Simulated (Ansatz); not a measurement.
A made-up structure of C$_{2}$HO (charge +1), closed shell:

| atom | x (Å) | y (Å) | z (Å) |
| --- | --- | --- | --- |
| C1 | 1.1661 | -0.4196 | 0.5958 |
| C2 | -0.0755 | 0.3180 | -0.1521 |
| O3 | -0.2813 | -1.0063 | 0.2884 |
| H4 | -0.8093 | 1.1079 | -0.7322 |

It is relaxed with PBE-D4/def2-SVP and then PBE0-D4/def2-TZVP (Ansatz 0.2.0). Atoms count as bonded within 1.22 times the sum of their covalent radii (H–H: 0.88 Å). The end point is not checked to be a true minimum.

(1) Does its bonding change? (Judge from chemistry; the calculation decides.)

Answers

(1) The calculation gives: No: no bond forms or breaks.

Where it ends: The first stage lowers the energy by 0.97 eV in 6 steps. It ends as C₂HO ([C]1[CH][O]1), total charge +1:
```csv
atom,x (Å),y (Å),z (Å)
C1,1.0414,-0.3741,0.5318
C2,-0.0678,0.2836,-0.1358
O3,-0.2511,-0.8988,0.2577
H4,-0.7225,0.9893,-0.6537
```

Labels in which every atom is bracketed show which atoms are joined, not bond orders.

For scale, one of the runs: PBE0-D4/def2-TZVP relaxation, 99 basis functions, launched by `ansatz run in.yaml --threads 2 --pin off --events-out ev --progress --plain --max-ram 4352MiB`. Hardware: 2 CPU threads of an Arm Neoverse V1, shared host. Wall time about 6.5 s.
